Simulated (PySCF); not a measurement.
Core-level binding energies of `COC(F)F`

Compound: C2H4F2O.
Bonds: C1–O2, O2–C3, C3–F4, C3–F5. Hydrogens: H6, H7, H8 on C1; H9 on C3.

The calculation used delta-SCF UKS SCAN, pcX-2 on the ionised atom, pcseg-1 elsewhere, spin-free X2C (PySCF 2.14.0). Each binding energy is the total energy of the core-ionised species, with the hole localised on one atom, minus that of the ground state; both are solved self-consistently, so orbital relaxation is included.

**Question.** What binding energy does each computed site have?

**Answer.** 
```json
{"atom(s)": "C1", "bonded to": "O and 3 H", "level": "C 1s", "binding energy (eV)": "293.11", "above the level's lowest (eV)": "0.00", "count": "1"}
{"atom(s)": "C3", "bonded to": "2 F, O and H", "level": "C 1s", "binding energy (eV)": "297.38", "above the level's lowest (eV)": "+4.27", "count": "1"}
{"atom(s)": "O2", "bonded to": "2 C", "level": "O 1s", "binding energy (eV)": "539.82", "above the level's lowest (eV)": "0.00", "count": "1"}
{"atom(s)": "F4/F5", "bonded to": "C", "level": "F 1s", "binding energy (eV)": "693.37", "above the level's lowest (eV)": "0.00", "count": "2"}
```

The listed C 1s values span 4.27 eV, from C1 (bonded to O and 3 H) to C3 (bonded to 2 F, O and H). Summing the Pauling electronegativity differences to the bonded atoms, each weighted by its formal bond order, gives -0.16 for the lowest site and +3.40 for the highest.

**Question.** Which photon energy gives electrons from O 1s of O2 (atom 2) a kinetic energy of 20 eV, and what is their de Broglie wavelength?

**Answer.** hν = 539.82 + 20 = 559.82 eV, recoil neglected; λ = 12.264 Å/√(E/eV) = 2.74 Å.

One atom of each set of topologically equivalent atoms was ionised and stands for the set; in this conformer not all members are related by symmetry, and their own values weren't computed. Isolated species at its PBE0-D3(BJ)/def2-SVP geometry (one conformer only).

The values belong to the conformer `[CH3:1][O:2][CH:3]([F:4])[F:5]`: C1–O2–C3–F4 69°.
